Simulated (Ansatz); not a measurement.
# CH5FSi: one structure at several levels

Aim: energy, forces and dipole at a structure displaced at random from a GFN2-xTB minimum, from CCSD(T) and from density functionals.

Method: single points in def2-TZVPP; program: Ansatz 0.2.0, Gaussian basis.

Cores are frozen in the correlated methods.

## 1. The system as given

SMILES `FC[SiH3]`, 8 atoms, charge 0, spin multiplicity 1.

Atoms are counted from 1 here; the program's logs count them from 0.

Bond lengths: F1–C2 1.284 Å, C2–Si3 1.834 Å, C2–H4 1.145 Å, C2–H5 1.064 Å, Si3–H6 1.597 Å, Si3–H7 1.449 Å, Si3–H8 1.614 Å. Angles: F1–C2–Si3 108.2°, F1–C2–H4 103.9°, F1–C2–H5 116.9°, Si3–C2–H4 110.3°, Si3–C2–H5 107.1°, H4–C2–H5 110.4°, C2–Si3–H6 104.5°, C2–Si3–H7 114.2°, C2–Si3–H8 108.2°, H6–Si3–H7 106.0°, H6–Si3–H8 111.5°, H7–Si3–H8 112.0°.

As a file:

```
F    -0.6874   -0.5210   -1.6561
C    -0.4660    0.3614   -0.7505
Si    0.5305   -0.4191    0.5764
H    -1.5109    0.6231   -0.3614
H     0.0487    1.2423   -1.0522
H     0.7050    0.7276    1.6742
H     1.8707   -0.7925    0.1724
H    -0.2989   -1.6753    1.1589
```

## 2. CCSD(T)/def2-TZVPP

Input file run/in.yaml:

```yaml
crystal:
  periodic: [false, false, false]
  atoms:
    - {symbol: F, position_ang: [-0.687400, -0.521000, -1.656100]}
    - {symbol: C, position_ang: [-0.466000, 0.361400, -0.750500]}
    - {symbol: Si, position_ang: [0.530500, -0.419100, 0.576400]}
    - {symbol: H, position_ang: [-1.510900, 0.623100, -0.361400]}
    - {symbol: H, position_ang: [0.048700, 1.242300, -1.052200]}
    - {symbol: H, position_ang: [0.705000, 0.727600, 1.674200]}
    - {symbol: H, position_ang: [1.870700, -0.792500, 0.172400]}
    - {symbol: H, position_ang: [-0.298900, -1.675300, 1.158900]}
basis:
  gaussian: {orbitals: def2-TZVPP}
correlation: {method: ccsd_t}
output: {forces: true}
```

No record of the launch command was kept for these runs.

## 3. PBE0-D4/def2-TZVPP

Changes to run/in.yaml since step 2:

```diff
@@ -13,3 +13,3 @@
   gaussian: {orbitals: def2-TZVPP}
-correlation: {method: ccsd_t}
-output: {forces: true}
+hamiltonian: {xc: pbe0, dispersion: d4}
+output: {forces: true, orbitals: {seedname: orbitals}}
```

## 4. wB97M-V/def2-TZVPP

Changes to run/in.yaml since step 3:

```diff
@@ -13,3 +13,3 @@
   gaussian: {orbitals: def2-TZVPP}
-hamiltonian: {xc: pbe0, dispersion: d4}
-output: {forces: true, orbitals: {seedname: orbitals}}
+hamiltonian: {xc: {name: wB97M-V}}
+output: {forces: true}
```

## 5. r2SCAN-D4/def2-TZVPP

Changes to run/in.yaml since step 4:

```diff
@@ -13,3 +13,3 @@
   gaussian: {orbitals: def2-TZVPP}
-hamiltonian: {xc: {name: wB97M-V}}
+hamiltonian: {xc: r2scan, dispersion: d4}
 output: {forces: true}
```

## 6. PBE-D4/def2-TZVPP

Changes to run/in.yaml since step 5:

```diff
@@ -13,3 +13,3 @@
   gaussian: {orbitals: def2-TZVPP}
-hamiltonian: {xc: r2scan, dispersion: d4}
+hamiltonian: {xc: pbe, dispersion: d4}
 output: {forces: true}
```

## 7. B97M-V/def2-TZVPP

Changes to run/in.yaml since step 6:

```diff
@@ -13,3 +13,3 @@
   gaussian: {orbitals: def2-TZVPP}
-hamiltonian: {xc: pbe, dispersion: d4}
+hamiltonian: {xc: {name: B97M-V}}
 output: {forces: true}
```

## 8. r2SCANh-D4/def2-TZVPP

Changes to run/in.yaml since step 7:

```diff
@@ -13,3 +13,3 @@
   gaussian: {orbitals: def2-TZVPP}
-hamiltonian: {xc: {name: B97M-V}}
+hamiltonian: {xc: {name: r2SCANh}, dispersion: d4}
 output: {forces: true}
```

(Steps that only read results are left out.)

What does the calculation give? Wanted: energy less free atoms, CCSD(T)/def2-TZVPP; RMS force component; RMS force error; HOMO and LUMO, PBE0-D4; T1 diagnostic.

The runs gave:

| quantity | value |
| --- | --- |
| energy less free atoms, CCSD(T)/def2-TZVPP | -595.2 kcal/mol |
| RMS force component | 1.712 to 1.843 eV/Å over the methods |
| RMS force error | PBE0-D4 0.146, wB97M-V 0.051, r2SCAN-D4 0.074, PBE-D4 0.154, B97M-V 0.155, r2SCANh-D4 0.096 eV/Å |
| HOMO and LUMO, PBE0-D4 | -8.39 and 0.36 eV |
| T1 diagnostic | 0.011 |

**Reading.** Against CCSD(T) the functionals' energies less atoms differ by -18.8 to -11.5 kcal/mol, PBE-D4 by -18.8 kcal/mol. CCSD(T) in triple zeta still lacks some correlation energy of the bonds, so part of these gaps is its own basis error and they don't rank the functionals. For forces wB97M-V does best and B97M-V worst. Frozen-core CCSD(T) forces in triple zeta carry basis errors of their own, and this is one geometry, so small gaps rank nothing.
